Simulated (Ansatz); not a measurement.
**CsFe2As2: experiment and calculation**

**The experiment to reproduce.**

“Quantum criticality in AFe2As2 with A = K, Rb, and Cs suppresses superconductivity”, 2015, arxiv:1510.01857 reports, for a bulk crystal of CsFe2As2 at 300 K: lattice constant a 3.902 ± 0.002 Å; lattice constant c 15.14 ± 0.02 Å.

The runs below are set against these values where they give the same quantity.

Computed with Ansatz 0.2.0, DFT PBEsol, scalar-relativistic, plane waves, PAW.

Cutoff 420 eV; k points 14×14×14 on the computed 5-atom cell (Γ-centred); Gaussian smearing, width 0.10 eV; collinear spin from starting moments 0 0.95 0.95 0 0 μB.

Relaxed structure, symmetry kept:

```
Cs Fe As
1.0
    -1.85026    1.85026    7.58403
     1.85026   -1.85026    7.58403
     1.85026    1.85026   -7.58403
Cs Fe As
1 2 2
Direct
  0.00000 0.00000 0.00000
  0.75000 0.25000 0.50000
  0.25000 0.75000 0.50000
  0.65870 0.65870 0.00000
  0.34130 0.34130 0.00000
```

- Space group: I4/mmm (No. 139)
- Volume per atom: 20.77 Å³
- Formation energy from the elements' standard states (uncorrected): -0.316 eV/atom
- Kohn–Sham band gap: none (metal)
- Density of states at the Fermi level: 3.65 states/eV per cell
- Löwdin character within 0.5 eV of the Fermi level: Fe 3d 83 %, As 4p 12 %, unprojected 4 %
- Bulk modulus: 52 GPa
- Its pressure derivative: 5.3
- Bader charges (e): Cs (1 in the cell) 0.67, Fe (2 in the cell) 0.20, As (2 in the cell) -0.54
- Total moment: 1.51 μB per cell
- Site moments (μB; atoms counted from 1 over the whole cell): Fe (atom 2) 0.86, Fe (atom 3) 0.86, As (atom 4) -0.06, As (atom 5) -0.06

Spin-orbit coupling is left out, which matters for the bands of heavy elements.

Only this magnetic start was tried.

Against the measured lattice constant a of CsFe2As2, 3.902 Å (300 K; the paper above), the calculated 3.701 Å is off by -5.2 %. So large a difference can come from the functional (as between layers that it hardly binds), but also from another choice of axes, another phase or a misread value. A measured lattice constant c of CsFe2As2 is 15.14 Å (300 K; the paper above); the calculated 15.168 Å misses it by +0.2 %. The calculation is for 0 K without zero-point motion.